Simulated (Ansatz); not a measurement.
Process, species as SMILES: FCF + 2 [H][H] (H2) → C (CH4) + 2 F (HF)
B3LYP-D3(BJ)/def2-TZVP geometries, fixed; electronic energies without zero-point terms.
Largest species:
```
C
F 1 1.3618
F 1 1.3618 2 108.56
H 1 1.0913 2 108.69 3 -118.06
H 1 1.0913 4 113.42 3 -121.01
```

Basis-set convergence of the energy of full hydrogenation at B3LYP with Ansatz (a first-principles code). Cartesian d functions, on some or all atoms, in 6-31G*; all else is spherical. The program fits the integrals of some runs and decomposes those of others, by size. No added dispersion term, no relativity. Functions are those of the species that has most. Reference: the value in aug-pcseg-3, -44.21 kcal/mol, itself unsure by roughly 0.20 kcal/mol (its mean distance from aug-cc-pVQZ, cc-pV5Z, def2-QZVPPD). Deviations are taken from unrounded values.

```json
[
 {"basis": "STO-3G", "functions": "17", "energy of full hydrogenation (kcal/mol)": "14.34", "minus reference (kcal/mol)": "58.55"},
 {"basis": "6-31G", "functions": "31", "energy of full hydrogenation (kcal/mol)": "-29.90", "minus reference (kcal/mol)": "14.31"},
 {"basis": "pcseg-0", "functions": "31", "energy of full hydrogenation (kcal/mol)": "-19.81", "minus reference (kcal/mol)": "24.41"},
 {"basis": "6-31G*", "functions": "49", "energy of full hydrogenation (kcal/mol)": "-21.60", "minus reference (kcal/mol)": "22.62"},
 {"basis": "def2-SVP", "functions": "52", "energy of full hydrogenation (kcal/mol)": "-31.20", "minus reference (kcal/mol)": "13.02"},
 {"basis": "def2-TZVPP", "functions": "121", "energy of full hydrogenation (kcal/mol)": "-42.70", "minus reference (kcal/mol)": "1.52"},
 {"basis": "def2-TZVPD", "functions": "135", "energy of full hydrogenation (kcal/mol)": "-42.60", "minus reference (kcal/mol)": "1.62"},
 {"basis": "def2-TZVPPD", "functions": "151", "energy of full hydrogenation (kcal/mol)": "-44.51", "minus reference (kcal/mol)": "-0.30"},
 {"basis": "pcseg-3", "functions": "246", "energy of full hydrogenation (kcal/mol)": "-44.17", "minus reference (kcal/mol)": "0.04"}
]
```

The smallest set listed that lies within 4 kcal/mol of the reference with all its larger relatives (same family, alike in diffuse functions; a set with none counts only in the reference's own line) is def2-TZVPP (121 functions, 1.52 kcal/mol off). Inside, with no larger relative to test it: pcseg-3. (Relatives not listed, tested too: def2-QZVP 0.48, def2-QZVPP 0.48, def2-QZVPPD -0.09 kcal/mol.)
